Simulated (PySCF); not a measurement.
**Level of theory and gas-phase deprotonation enthalpies: ammonia**

Structure: `N` (NH3). Optimised structure (Å), atoms numbered from 1:
```
N     0.0085   -0.0050    0.2629
H    -0.5827   -0.7412   -0.1155
H    -0.3486    0.8855   -0.0751
H     0.9434   -0.1301   -0.1180
```

All levels share the PBE0-D3(BJ)/ma-def2-SVP structures and the PBE0-D3(BJ)/ma-def2-SVP thermal terms; only the single-point energies (PySCF) change. Values are gas-phase deprotonation enthalpies (298 K, kJ/mol).

| level | N1 | abs. error | time |
| --- | --- | --- | --- |
| ωB97X-D3(BJ)/ma-def2-TZVP | 1702 | 14.8 | – |
| B97-2/6-31+G* (grid 2, diis space 4) | 1708 | 20.7 | 0.94 s |
| M06-L/def2-SV(P) (grid 3) | 1816 | 128.3 | 0.75 s |
| ATcT 1.112 | 1688 |  |  |

Times are wall times for all single points of a level on 1 thread of Arm Neoverse V1, a shared host; the dash marks the run that also made the structures. M06-L ran on a slower path of this set-up, which computes the density-fitting integrals anew in every SCF cycle while the other levels store them. So the times needn't show the usual order of cost, and those levels read slower than they are.

The spread: 113 kJ/mol, from 1702 to 1816.

Bases without diffuse functions serve anions poorly.

Differences come from unrounded values, so a last digit can differ from that of the printed terms.
